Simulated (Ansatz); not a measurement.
**B₂H (sextet): from Hartree-Fock to the top rungs, cc-pVDZ**

One table from this session's results is given with a row withheld; the runs are named, their logs left out.

Program: Ansatz 0.2.0, Gaussian basis. Level of theory: cc-pVDZ, core rule «outside noble gas», up to 2 orbitals frozen. These are calculated values, not measurements.

The runs, in order: UHF; CCSD(T) on ROHF; CCSD(T) on UHF; BCCD(T) on ROHF; CISD; CCSDT(Q) on ROHF; CCSDT(Q) on UHF; CISDTQ; CCSDTQ on ROHF; CCSDTQ on UHF.

10 further runs of the same task are left out: 4 for a known fault of the program, 1 that didn't finish, 5 set aside as unsound or not needed.

## What is computed

The geometry is a PBE0/def2-TZVP stationary point (not a proven minimum) of the parent state, kept for this charge and spin.

3 atoms, charge 0, spin multiplicity 6.

Atoms are counted from 1 here; the program's logs count them from 0.

Bond lengths: B1–B2 1.520 Å, B1–H3 1.178 Å. Angles: B2–B1–H3 180.0°.

The first run:

The input, in.yaml:

```yaml
crystal:
  periodic: [false, false, false]
  atoms:
    - {symbol: B, position_ang: [0.000000, 0.000000, 0.114060]}
    - {symbol: B, position_ang: [0.000000, 0.000000, -1.406367]}
    - {symbol: H, position_ang: [0.000000, 0.000000, 1.292307]}
basis:
  gaussian: {orbitals: cc-pVDZ}
magnetization: {spin_polarized: true, initial_magnetization: 5}
hamiltonian: {xc: hf}
output: {orbitals: {seedname: orbitals}}
```

The run is started by

```console
$ ansatz run in.yaml --threads 1 --pin off --events-out ev --progress --plain --max-ram 4096MiB --backend cpu
```

Steps of the session up to this table: UHF; CCSD(T) on ROHF; CCSD(T) on UHF; BCCD(T) on ROHF; CISD; CCSDT(Q) on ROHF; CCSDT(Q) on UHF; CISDTQ; CCSDTQ on ROHF; CCSDTQ on UHF.

One of the session's tables, all rows but one given; the rest of the session is left out.

| method | from UCCSDTQ (kcal/mol) |
| --- | --- |
| ROHF | +63.78 |
| UHF | +63.02 |
| RMP2 | +20.07 |
| UMP2 | +20.46 |
| CISD | +3.40 |
| RCCSD | +2.93 |
| UCCSD | +2.97 |
| RCCSD(T) | +0.94 |
| UCCSD(T) | +0.95 |
| BCCD(T) | +0.79 |
| RCCSDT | +0.13 |
| UCCSDT | ? |
| CISDTQ | +0.06 |
| RCCSDT(Q) | +0.05 |
| UCCSDT(Q) | +0.01 |
| RCCSDTQ | +0.03 |
| UCCSDTQ | 0 |

Estimate the missing values for UCCSDT.

**Answer.** from UCCSDTQ (kcal/mol): +0.11. In the column «from UCCSDTQ (kcal/mol)» it lies between CISDTQ (+0.06) and RCCSDT (+0.13).

Some runs used a GPU and others CPU threads alone; cost is compared among the CPU runs only.

Among the levels timed on like hardware, those that no quicker one beats, quickest first: RCCSD(T) (1.1 s, +0.94 kcal/mol); BCCD(T) (1.3 s, +0.79 kcal/mol); RCCSDT(Q) (4.2 s, +0.05 kcal/mol); UCCSDT(Q) (5.5 s, +0.01 kcal/mol).

To keep in mind: Restricted and unrestricted rows rest on different reference determinants; where their highest levels disagree by more than a few hundredths of an eV, they describe different states and don't form one ladder.
